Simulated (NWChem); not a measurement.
The numbers come from NWChem runs, not from measurements. System: ethanethiol (C₂H₆S), charge 0, spin multiplicity 1, at a geometry optimised with PBE0/def2-SVP. Level: RHF/def2-TZVP.

Input file:

```
start mol
memory heap 200 mb stack 900 mb global 1100 mb
geometry units angstroms nocenter noautoz noautosym
  C     -1.469748     0.765669    -0.249632
  C     -0.538656    -0.415248    -0.442504
  S      1.063152    -0.260850     0.411064
  H     -2.438964     0.582172    -0.741529
  H     -1.044273     1.684362    -0.683125
  H     -1.652816     0.954002     0.818557
  H     -0.976315    -1.332601    -0.018146
  H     -0.360656    -0.619458    -1.509669
  H      1.513021     0.802597    -0.290303
end
basis spherical
  * library def2-tzvp
end
scf
  rhf
  nopen 0
  maxiter 100
  thresh 1e-7
  semidirect memsize 60000000 filesize 0
end
task scf energy
```

Output (cleaned and shortened):

```
             Northwest Computational Chemistry Package (NWChem) 7.3.0
             --------------------------------------------------------

                                NWChem Input Module
                                -------------------

 Scaling coordinates for geometry "geometry" by  1.889725989
 (inverse scale =  0.529177249)

                             Geometry "geometry" -> ""
                             -------------------------

 Output coordinates in angstroms (scale by  1.889725989 to convert to a.u.)

  No.       Tag          Charge          X              Y              Z
 ---- ---------------- ---------- -------------- -------------- --------------
    1 C                    6.0000    -1.46974800     0.76566900    -0.24963200
    2 C                    6.0000    -0.53865600    -0.41524800    -0.44250400
    3 S                   16.0000     1.06315200    -0.26085000     0.41106400
    4 H                    1.0000    -2.43896400     0.58217200    -0.74152900
    5 H                    1.0000    -1.04427300     1.68436200    -0.68312500
    6 H                    1.0000    -1.65281600     0.95400200     0.81855700
    7 H                    1.0000    -0.97631500    -1.33260100    -0.01814600
    8 H                    1.0000    -0.36065600    -0.61945800    -1.50966900
    9 H                    1.0000     1.51302100     0.80259700    -0.29030300

 Effective nuclear repulsion energy (a.u.)     107.0573940610

            Nuclear Dipole moment (a.u.)
            ----------------------------
        X                 Y               Z
 ---------------- ---------------- ----------------
     0.0000094486     0.0000000000    -0.0000132281


 Summary of "ao basis" -> "" (spherical)
 ------------------------------------------------------------------------------
       Tag                 Description            Shells   Functions and Types
 ---------------- ------------------------------  ------  ---------------------
 *                         def2-tzvp                  on all atoms

 Summary of "ao basis" -> "ao basis" (spherical)
 ------------------------------------------------------------------------------
       Tag                 Description            Shells   Functions and Types
 ---------------- ------------------------------  ------  ---------------------
 C                         def2-tzvp                11       31   5s3p2d1f
 S                         def2-tzvp                13       37   5s5p2d1f
 H                         def2-tzvp                 4        6   3s1p

                                 NWChem SCF Module
                                 -----------------

  ao basis        = "ao basis"
  functions       =   135
  atoms           =     9
  closed shells   =    17
  open shells     =     0
  charge          =   0.00
  wavefunction    = RHF
  use symmetry    = F
  symmetry adapt  = F

 Summary of "ao basis" -> "ao basis" (spherical)
 ------------------------------------------------------------------------------
       Tag                 Description            Shells   Functions and Types
 ---------------- ------------------------------  ------  ---------------------
 C                         def2-tzvp                11       31   5s3p2d1f
 S                         def2-tzvp                13       37   5s5p2d1f
 H                         def2-tzvp                 4        6   3s1p

 Forming initial guess at       0.1s

      Superposition of Atomic Density Guess
      -------------------------------------

 Sum of atomic energies:        -475.82101295

      Non-variational initial energy
      ------------------------------

 Total energy =    -477.461488
 1-e energy   =    -865.408079
 2-e energy   =     280.889196
 HOMO         =      -0.291330
 LUMO         =       0.045552

 Starting SCF solution at       3.7s

 ----------------------------------------------
         Quadratically convergent ROHF

 Convergence threshold     :          1.000E-07
 Maximum no. of iterations :          100
 Final Fock-matrix accuracy:          1.000E-09
 ----------------------------------------------

              iter       energy          gnorm     gmax       time
             ----- ------------------- --------- --------- --------
                 1     -476.7605825188  6.16D-01  8.86D-02      4.0
                 2     -476.7985235734  4.52D-02  7.66D-03      5.0
                 3     -476.7987833959  1.21D-03  2.56D-04      6.4
                 4     -476.7987835844  7.58D-07  1.68D-07      8.8
                 5     -476.7987835844  3.80D-09  1.02D-09     10.9

       Final RHF  results
       ------------------

         Total SCF energy =   -476.798783584382
      One-electron energy =   -868.325301719100
      Two-electron energy =    284.469124073680
 Nuclear repulsion energy =    107.057394061038

        Time for solution =      7.2s

             Final eigenvalues
             -----------------

              1
    1  -91.9445
    2  -11.2633
    3  -11.2279
    4   -8.9490
    5   -6.6305
    6   -6.6296
    7   -6.6288
    8   -1.0688
    9   -0.9407
   10   -0.8177
   11   -0.6335
   12   -0.5896
   13   -0.5544
   14   -0.5218
   15   -0.4929
   16   -0.4459
   17   -0.3547
   18    0.1250
   19    0.1688
   20    0.1741
   21    0.1996
   22    0.2021
   23    0.2265
   24    0.2358
   25    0.2764
   26    0.3095
   27    0.3317

                       ROHF Final Molecular Orbital Analysis
                       -------------------------------------

 Vector   15  Occ=2.000000D+00  E=-4.929079D-01
              MO Center= -5.0D-01,  6.2D-02, -2.5D-01, r^2= 3.0D+00
   Bfn.  Coefficient  Atom+Function         Bfn.  Coefficient  Atom+Function
  ----- ------------  ---------------      ----- ------------  ---------------
   119      0.203465  7 H  s                107      0.166520  5 H  s
    38     -0.157518  2 C  py

 Vector   16  Occ=2.000000D+00  E=-4.459344D-01
              MO Center=  4.7D-01, -2.1D-01,  1.9D-01, r^2= 3.0D+00
   Bfn.  Coefficient  Atom+Function         Bfn.  Coefficient  Atom+Function
  ----- ------------  ---------------      ----- ------------  ---------------
    79      0.280101  3 S  pz                77      0.230651  3 S  px
    67      0.209258  3 S  s                 66      0.188935  3 S  s
    82      0.177664  3 S  pz

 Vector   17  Occ=2.000000D+00  E=-3.546568D-01
              MO Center=  9.3D-01, -2.2D-01,  3.2D-01, r^2= 2.0D+00
   Bfn.  Coefficient  Atom+Function         Bfn.  Coefficient  Atom+Function
  ----- ------------  ---------------      ----- ------------  ---------------
    79      0.338454  3 S  pz                78      0.313732  3 S  py
    82      0.273901  3 S  pz                81      0.253327  3 S  py
    77     -0.215970  3 S  px                80     -0.174468  3 S  px
    76      0.155507  3 S  pz

 Vector   18  Occ=0.000000D+00  E= 1.250120D-01
              MO Center= -1.8D-01,  1.8D-01, -4.6D-01, r^2= 7.2D+00
   Bfn.  Coefficient  Atom+Function         Bfn.  Coefficient  Atom+Function
  ----- ------------  ---------------      ----- ------------  ---------------
    36      2.771283  2 C  s                  5      2.514285  1 C  s
   126     -1.450372  8 H  s                120     -1.368850  7 H  s
   108     -1.296296  5 H  s                114     -1.052491  6 H  s
   132     -1.030209  9 H  s                102     -0.997443  4 H  s
    44     -0.625080  2 C  py                81      0.608842  3 S  py

 Vector   19  Occ=0.000000D+00  E= 1.688407D-01
              MO Center= -4.8D-01,  3.7D-01, -3.0D-01, r^2= 8.7D+00
   Bfn.  Coefficient  Atom+Function         Bfn.  Coefficient  Atom+Function
  ----- ------------  ---------------      ----- ------------  ---------------
     5      4.150421  1 C  s                102     -2.002888  4 H  s
   132      1.372612  9 H  s                 67     -1.242320  3 S  s
   114     -1.180779  6 H  s                120     -0.874836  7 H  s
   108     -0.717177  5 H  s                 44     -0.657130  2 C  py
    43      0.610923  2 C  px                82      0.523074  3 S  pz

 Vector   20  Occ=0.000000D+00  E= 1.740994D-01
              MO Center= -6.6D-01,  3.0D-01, -2.4D-01, r^2= 8.8D+00
   Bfn.  Coefficient  Atom+Function         Bfn.  Coefficient  Atom+Function
  ----- ------------  ---------------      ----- ------------  ---------------
     5      6.274250  1 C  s                 36     -6.087988  2 C  s
   108     -1.808901  5 H  s                120      1.788952  7 H  s
   114     -1.416641  6 H  s                126      1.281745  8 H  s
    67      1.157790  3 S  s                102     -1.088105  4 H  s
    12      0.909828  1 C  px                80     -0.707404  3 S  px

 center of mass
 --------------
 x =   0.14904473 y =  -0.06239005 z =   0.07293783

 moments of inertia (a.u.)
 ------------------
         109.436290808251          76.983874509519         -79.809221224969
          76.983874509519         324.579056304670          12.546916333971
         -79.809221224969          12.546916333971         344.813623844122

  Mulliken analysis of the total density
  --------------------------------------

    Atom       Charge   Shell Charges
 -----------   ------   -------------------------------------------------------
    1 C    6     6.29   0.85  1.12  0.48  0.67  0.08  1.25  1.39  0.37  0.02  0.06  0.00
    2 C    6     6.14   0.85  1.12  0.47  0.70 -0.01  1.21  1.40  0.26  0.02  0.10  0.01
    3 S   16    16.21   2.01  0.49  1.48  1.04  0.80  4.18  1.69  0.89  2.32  1.19  0.04  0.08  0.01
    4 H    1     0.90   0.26  0.50  0.12  0.02
    5 H    1     0.91   0.26  0.50  0.12  0.02
    6 H    1     0.89   0.26  0.49  0.11  0.02
    7 H    1     0.90   0.26  0.50  0.11  0.02
    8 H    1     0.89   0.27  0.50  0.11  0.02
    9 H    1     0.88   0.23  0.50  0.12  0.02

       Multipole analysis of the density wrt the origin
       ------------------------------------------------

     L   x y z        total         open         nuclear
     -   - - -        -----         ----         -------
     0   0 0 0     -0.000000      0.000000     34.000000

     1   1 0 0     -0.484504      0.000000      0.000009
     1   0 1 0      0.204202      0.000000      0.000000
     1   0 0 1     -0.442011      0.000000     -0.000013

     2   2 0 0    -20.890895      0.000000    164.018556
     2   1 1 0      1.808123      0.000000    -42.367048
     2   1 0 1     -0.557038      0.000000     42.552295
     2   0 2 0    -20.503328      0.000000     44.747572
     2   0 1 1     -0.563560      0.000000     -6.552892
     2   0 0 2    -21.185200      0.000000     29.649117

 Task  times  cpu:       10.9s     wall:       10.9s

 Total times  cpu:       10.9s     wall:       10.9s
```
